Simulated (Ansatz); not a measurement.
System: Cl₂, charge 1, doublet. Cl2+ (parent SMILES ClCl, doublet).
B3LYP-D3(BJ)/def2-TZVP minimum from Ansatz (a first-principles code):
```
Cl
Cl 1 1.9100
```
Charge +1, spin multiplicity 2.

Total energies in aug-cc-pV(T+d)Z, 13 correlated electrons, 10 frozen orbitals. Open shells are spin-unrestricted; no spin-orbit coupling. Correlated methods leave the cores frozen. No relativity.

```tsv
method	program	energy (Eh)	minus CCSDT(Q) (mEh)
HF	Ansatz	-918.60279	423.27
MP2	Ansatz	-918.97036	55.71
CCSD	Ansatz	-919.00284	23.22
CCSD(T)	Ansatz	-919.02342	2.65
CCSDT(Q)	Ansatz	-919.02607	0.00
```

Rough core times of Ansatz's runs on a shared machine: CCSD(T) 20 s, CCSDT(Q) 40 min.
